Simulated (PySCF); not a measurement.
Molfile (atoms numbered from 1):
```
C6H3N7
     RDKit          3D

 16 18  0  0  0  0  0  0  0  0999 V2000
    2.5973    0.1159    0.2429 C   0  0  0  0  0  0  0  0  0  0  0  0
    2.0676   -1.0901    0.2074 N   0  0  0  0  0  0  0  0  0  0  0  0
    0.7472   -1.1702    0.1877 C   0  0  0  0  0  0  0  0  0  0  0  0
    0.1185   -2.3338    0.1542 N   0  0  0  0  0  0  0  0  0  0  0  0
   -1.1988   -2.3066    0.1363 C   0  0  0  0  0  0  0  0  0  0  0  0
   -1.9786   -1.2445    0.1466 N   0  0  0  0  0  0  0  0  0  0  0  0
   -1.3881   -0.0611    0.1811 C   0  0  0  0  0  0  0  0  0  0  0  0
   -2.0817    1.0654    0.1952 N   0  0  0  0  0  0  0  0  0  0  0  0
   -1.4000    2.1925    0.2315 C   0  0  0  0  0  0  0  0  0  0  0  0
   -0.0904    2.3367    0.2539 N   0  0  0  0  0  0  0  0  0  0  0  0
    0.6396    1.2333    0.2405 C   0  0  0  0  0  0  0  0  0  0  0  0
    1.9620    1.2702    0.2606 N   0  0  0  0  0  0  0  0  0  0  0  0
   -0.0004    0.0007    0.2038 N   0  0  0  0  0  0  0  0  0  0  0  0
    3.6785    0.1634    0.2597 H   0  0  0  0  0  0  0  0  0  0  0  0
   -1.6969   -3.2671    0.1103 H   0  0  0  0  0  0  0  0  0  0  0  0
   -1.9834    3.1041    0.2443 H   0  0  0  0  0  0  0  0  0  0  0  0
  1  2  2  0
  2  3  1  0
  3  4  2  0
  4  5  1  0
  5  6  2  0
  6  7  1  0
  7  8  2  0
  8  9  1  0
  9 10  2  0
 10 11  1  0
 11 12  2  0
 11 13  1  0
 12  1  1  0
 13  3  1  0
 13  7  1  0
  1 14  1  0
  5 15  1  0
  9 16  1  0
M  END
```

[PySCF 2.14.0 with density-fitted response routines: GFN2-xTB structure; PBE0/pcSseg-1 with gauge-including orbitals; averaged over atoms made equivalent by symmetry, fast rotation or ring inversion; no relativistic terms; in vacuum; single conformer]

Referencing at the same level of theory: TMS for 13C (186.93 ppm) and 1H (31.72 ppm); 15N (267.73 ppm) vs NH3.

| atoms | nucleus | count | Hirshfeld charge | δ (ppm) |
| --- | --- | --- | --- | --- |
| C1/C5/C9 | 13C | 3 | 0.11 | 179.3 |
| H14/H15/H16 | 1H | 3 | 0.07 | ? |
| N2/N6/N10 | 15N | 3 | -0.19 | 276.0 |
| N13 | 15N | 1 | 0.01 | 206.2 |
| N4/N8/N12 | 15N | 3 | -0.19 | ? |
| C3/C7/C11 | 13C | 3 | 0.18 | 163.3 |

Question: Fill in the missing shifts.

Answer: 
- H14/H15/H16: 8.48 ppm, hydrogen on a C=N carbon
- N4/N8/N12: 276.1 ppm, imine nitrogen

Shifts are as computed. Against solution values, carbons near 30 ppm lie about +3 ppm off and those near 130 ppm about +5 ppm. Of 1211 compounds with measured shifts, 218 miss one by over three times the rms of a fit or turn the order of signals round; such compounds aren't used in these exercises. Experimental scales use liquid or dissolved standards, which lie at an offset from isolated NH3 (liquid NH3: subtract about 20 ppm). Unscaled 15N shifts of sp2 nitrogen come out 20 to 40 ppm too high even then.
